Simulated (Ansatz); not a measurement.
## Zinc-blende MgS (metastable phase): smallest direct gap on the k points sampled by level of theory

No measured value is used here.

```tsv
level (code)	value (eV)	cell (Å³/atom)
LDA (Ansatz)	3.29	22.21
BLYP (Ansatz)	3.71	22.21
PBEsol (Ansatz)	3.40	22.21
r²SCAN (Ansatz)	4.26	22.21
PBE0 (Ansatz)	5.32	22.21
r²SCAN0 (Ansatz)	5.71	22.21
r²SCANh (Ansatz)	4.83	22.21
Hartree–Fock (Ansatz)	10.75	23.58
G0W0@HSE06 (Ansatz)	5.81	22.21
```

Computed values are for a static lattice.  G0W0@HSE06: GW on a hybrid start was not checked against another program. Values are at the measured cell; Hartree–Fock at the level's own equilibrium cell. Cutoffs and k meshes differ between the levels. Ansatz's density-functional and Hartree–Fock values are scalar-relativistic unless marked +SOC, with PAW data made under PBE.

Ansatz is a program for electronic structure.
